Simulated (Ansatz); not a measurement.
**SiH₃+ (singlet): wave-function methods side by side, cc-pVTZ**

An exercise on one series of results from a longer session: the logs are not shown, and one member is left open.

The runs use Ansatz 0.2.0, Gaussian basis; cc-pVTZ, core rule «outside noble gas», up to 5 orbitals frozen.

The runs, in order: UHF; CCSD(T) on RHF; BCCD(T) on RHF; CCSDT(Q) on RHF; CCSDTQ on RHF.

5 further runs of the same task are left out: 3 for a known fault of the program, 2 set aside as unsound or not needed.

## What is computed

The geometry is a PBE0/def2-TZVP stationary point (not a proven minimum).

4 atoms, charge 1, spin multiplicity 1.

Atoms are counted from 1 here; the program's logs count them from 0.

Bond lengths: Si1–H2 1.472 Å, Si1–H3 1.472 Å, Si1–H4 1.472 Å. Angles: H2–Si1–H3 120.0°, H2–Si1–H4 120.0°, H3–Si1–H4 120.0°.

As a file:

```xyz
4
charge 1, multiplicity 1
Si    0.0000    0.0000    0.0000
H     1.4719    0.0142   -0.0001
H    -0.7483    1.2676   -0.0029
H    -0.7237   -1.2818    0.0030
```

The first run:

in.yaml

```yaml
crystal:
  periodic: [false, false, false]
  atoms:
    - {symbol: Si, position_ang: [0.000000, 0.000000, 0.000000]}
    - {symbol: H, position_ang: [1.471943, 0.014227, -0.000096]}
    - {symbol: H, position_ang: [-0.748293, 1.267623, -0.002905]}
    - {symbol: H, position_ang: [-0.723650, -1.281850, 0.003001]}
basis:
  gaussian: {orbitals: cc-pVTZ}
total_charge: 1
magnetization: {spin_polarized: true, initial_magnetization: 0}
hamiltonian: {xc: hf}
output: {orbitals: {seedname: orbitals}}
```

Started as:

```console
$ ansatz run in.yaml --threads 1 --pin off --events-out ev --progress --plain --max-ram 4096MiB --backend cpu
```

Among the steps run: UHF; CCSD(T) on RHF; BCCD(T) on RHF; CCSDT(Q) on RHF; CCSDTQ on RHF.

One of the session's tables, all rows but one given; the rest of the session is left out.

| method | from RCCSDTQ (meV) |
| --- | --- |
| RHF | +3531.6 |
| RMP2 | +735.0 |
| RCCSD | +75.8 |
| RCCSD(T) | +15.8 |
| BCCD(T) | ? |
| RCCSDT | +1.8 |
| RCCSDT(Q) | +0.3 |
| RCCSDTQ | 0 |

Q: Estimate the row for BCCD(T) from the others.

The run gave: from RCCSDTQ (meV): +15.5. In the column «from RCCSDTQ (meV)» it lies between RCCSDT (+1.8) and RCCSD(T) (+15.8).
